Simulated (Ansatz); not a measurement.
Relaxation of C3H2ClN (7 atoms, charge 0, multiplicity 1), to a largest force component of 0.015 eV/Å in at most 40 steps.

Theory: RKS PBE0/def2-SVP in Ansatz.

```xyz
7
Properties=species:S:1:pos:R:3
C -1.747 -0.249 0.777
C -0.729 -0.087 0.230
C 0.514 0.061 -0.420
N 1.620 0.152 0.394
Cl 0.725 0.108 -2.099
H -2.739 -0.295 1.246
H 2.416 0.242 -0.173
```

Where does it end, and by what steps?

It converged. After 7 steps the energy has fallen by 0.706 eV; Cl5 moved furthest, 0.16 Å.

| step | energy less start (eV) | largest force component (eV/Å) | accepted |
| --- | --- | --- | --- |
| 0 | 0.0000 | 6.096 | yes |
| 1 | -0.5669 | 2.446 | yes |
| 2 | -0.5320 | 1.842 | no |
| 3 | -0.6979 | 0.334 | yes |
| 4 | -0.7035 | 0.113 | yes |
| 5 | -0.7044 | 0.078 | yes |
| 6 | -0.7051 | 0.072 | yes |
| 7 | -0.7056 | 0.010 | yes |

```xyz
7
Properties=species:S:1:pos:R:3
C -1.801 -0.213 0.739
C -0.692 -0.088 0.270
C 0.612 0.059 -0.304
N 1.666 0.155 0.374
Cl 0.565 0.090 -2.072
H -2.783 -0.324 1.163
H 2.495 0.253 -0.217
```

The run took 24 s on 1 thread of Arm Neoverse V2 (shared host), peak memory 0.16 GiB.
